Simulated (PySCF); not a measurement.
SiH4: tetrahedral to square-planar path

Level of theory: PBE in PySCF with Si def2-TZVP, H def2-TZVP; no relativity; density-fitted integrals.

Rigid scan from the singlet minimum (Si–H 1.493 Å (×4); H–Si–H 109.5° (×6)). Coordinate: D2d path, angle between each bond and the S4 axis (54.74 tetrahedral, 90 square planar), bonds fixed. Energies in kJ/mol from the minimum.

(1) Predict the curve at 45.0, 50.0, 54.7, 60.0, 66.0, 72.0, 78.0, 84.0, 90.0.

Results:

(1) 
| angle of the bonds to the S4 axis (°) | E (kJ/mol) |
| --- | --- |
| 45.0 | 43.9 |
| 50.0 | 10.0 |
| 54.7 | 0.0 |
| 60.0 | 11.5 |
| 66.0 | 50.5 |
| 72.0 | 114.1 |
| 78.0 | 199.1 |
| 84.0 | 298.8 |
| 90.0 | 376.8 |

With the bonds held, the square planar shape lies 376.8 kJ/mol from the minimum.
